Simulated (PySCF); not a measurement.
Fill in the blanks.

Compound: N-allylmethylamine, C₄H₉N.
SMILES: `C=CCNC`

Conformer (atom-mapped SMILES and torsion angles): `[CH2:1]=[CH:2][CH2:3][NH:4][CH3:5]`: C1–C2–C3–N4 128°, C2–C3–N4–C5 176°.

```tsv
property	level	value
point group	PBE0-D3(BJ)/def2-SVP	C1
rotational constants A, B, C	PBE0-D3(BJ)/def2-SVP	?
dipole moment	wB97X-D/def2-SVPD	0.89 D
HOMO energy	wB97X-D/def2-SVPD	?
LUMO energy	wB97X-D/def2-SVPD	?
lowest singlet excitation	TDDFT wB97X-D/def2-SVPD	6.11 eV (203 nm, f = 0.011)
strongest line among the 10 lowest singlet transitions	TDDFT wB97X-D/def2-SVPD	S5 at 7.59 eV (163 nm, f = 0.395)
lowest triplet excitation (Tamm–Dancoff)	TDA wB97X-D/def2-SVPD	?
static isotropic polarisability	wB97X-D/def2-SVPD	61.4 au
vertical ionisation energy	ΔSCF wB97X-D/def2-SVPD	8.75 eV
electronic spatial extent ⟨r²⟩ about the centre of nuclear charge	wB97X-D/def2-SVPD	?
13C chemical shifts (computed TMS as zero) by class	GIAO B3LYP/pcSseg-2	?
1H chemical shifts (computed TMS as zero) by class	GIAO B3LYP/pcSseg-2	6.37 (1 H), 5.39 (1 H), 5.17 (1 H), 3.21 (2 H), 2.57 (3 H), -0.17 (1 H) ppm
isotropic shieldings of nuclei other than C and H, by class	GIAO B3LYP/pcSseg-2	208 (1 N) ppm
largest of the computed one-bond spin–spin couplings (means over like bonds)	B3LYP/pcJ-1, spin–dipole term left out for some pairs	13C–1H +168.5, 13C–1H +163.4, 13C–1H +162.4, 13C–1H +137.3 (×3), 13C–1H +135.4 (×2), 13C–13C +76.4, 15N–1H -71.3, 13C–13C +48.3 Hz
core binding energies	ΔSCF SCAN, pcX-2 on the ionised atom, pcseg-1 elsewhere, spin-free X2C	C1s 290.2, C1s 290.5, C1s 291.4, C1s 291.4, N1s 404.7 eV
```

The electronic properties come from PySCF, for the isolated species, density fitting. The structure is a single PBE0-D3(BJ)/def2-SVP conformer in the gas phase; no vibrational or solvent corrections. NMR classes are plain means over equivalent atoms (diastereotopic ones count apart unless rotation or inversion swaps them), as if these changed places fast; in this geometry the members of some classes differ.

Q: What is the electronic spatial extent ⟨r²⟩ about the centre of nuclear charge?

A: 604 bohr².

Q: Give the LUMO energy.

A: 2.03 eV.

Q: The rotational constants A, B, C?

A: 21.184, 2.221, 2.179 GHz.

Q: The lowest triplet excitation (Tamm–Dancoff)?

A: 4.52 eV.

Q: Give the HOMO energy.

A: -8.40 eV.

Q: What are the 13C chemical shifts (computed TMS as zero) by class?

A: 154.4 (1 C), 123.2 (1 C), 63.4 (1 C), 40.1 (1 C) ppm.

In wavenumbers S1 is 49300 cm⁻¹ (1 eV = 8065.54 cm⁻¹). The principal polarisabilities are 50.3, 55.4 and 78.5 au; their mean is the isotropic value. No computed singlet falls in the visible range (750 to 380 nm, 1.65 to 3.26 eV); S1 lies 2.85 eV above its blue end. The rotational constants make it an asymmetric top with κ = (2B − A − C)/(A − C) = -1.00, nearer the prolate limit (−1).
